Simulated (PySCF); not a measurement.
Compound: C5H5O (doublet state).
Cartesian coordinates in Å at the GFN2-xTB level; atoms count from 1:
```xyz
11
C5H5O angstrom
C      2.194   -1.116   -0.263
C      1.143   -0.524   -0.148
C     -0.049    0.160   -0.021
C     -1.294   -0.550    0.362
C     -0.081    1.578   -0.261
O     -1.083    2.267   -0.174
H      3.103   -1.632   -0.361
H     -2.113    0.165    0.395
H     -1.183   -1.025    1.339
H     -1.525   -1.341   -0.354
H      0.893    2.020   -0.540
```

The hyperfine couplings belong to this conformer and change with its torsions.

Identity: `C#C[C](C)C=O` [radical].

Method: PySCF, UKS B3LYP, pcH-1 on C H O, non-relativistic, mean-field spin-orbit, GIAO. One conformer (not necessarily the lowest) at the GFN2-xTB geometry, without solvent, vibrations or thermal averaging. A GFN2-xTB geometry isn't a minimum of the functional, and hyperfine couplings can be far from their values at a DFT geometry. No stability test was run, so a lower SCF solution isn't excluded.

(1) The isotropic 13C couplings are -52.8, +52.7, +34.9, -32.6, -21.6 MHz. Assign them to C1; C2; C3; C4; C5.

(2) The isotropic 1H couplings, averaged over equivalent nuclei, are +48.3, -33.3, -1.5 MHz. Assign them to H7; H8/H9/H10; H11.

Answers

(1) 
```csv
site,a_iso (MHz),ρ(0) (bohr⁻³),position,distance from C3 (Å),spin population,largest |T| (MHz)
C1,+34.9,+0.0310,a main spin site,2.59,+0.44,62.5
C2,-52.8,-0.0470,1 bond from C1,1.38,-0.21,18.3
C3,+52.7,+0.0468,largest spin population,0.00,+0.61,100.0
C4,-21.6,-0.0192,1 bond from C3,1.48,-0.05,1.7
C5,-32.6,-0.0290,1 bond from C3,1.44,-0.08,9.3
```

(2) 
```csv
site,a_iso (MHz),ρ(0) (bohr⁻³),position,distance from C3 (Å),bound to,spin population there,largest |T| (MHz)
H7,-33.3,-0.0075,1 bond from C1,3.64,C1,+0.44,17.4
H8/H9/H10,+48.3,+0.0108,2 bonds from C3,2.12,C4,-0.05,5.3
H11,-1.5,-0.0003,2 bonds from C3,2.15,C5,-0.08,5.6
```

ρ(0) is the spin density at the nucleus and T the dipolar tensor; entries for several nuclei are means. The Mulliken spin populations are largest on C3 (+0.61), C1 (+0.44), O6 (+0.25) and C2 (-0.21). Three atoms exceed +0.15. The angles at C3 add up to 360.0°, so it is planar. Main spin sites, with 60 % or more of the largest population: C1, C3; positions count bonds from the nearest.

Examples of negative spin density at the nucleus (bohr⁻³): C2 (-0.0470), C5 (-0.0290) and C4 (-0.0192).

Means are taken over nuclei equivalent by connectivity, which assumes that they swap fast. The three 1H nuclei of mean +48.3 MHz run from 1.2 to 73.0 MHz in the frozen geometry.
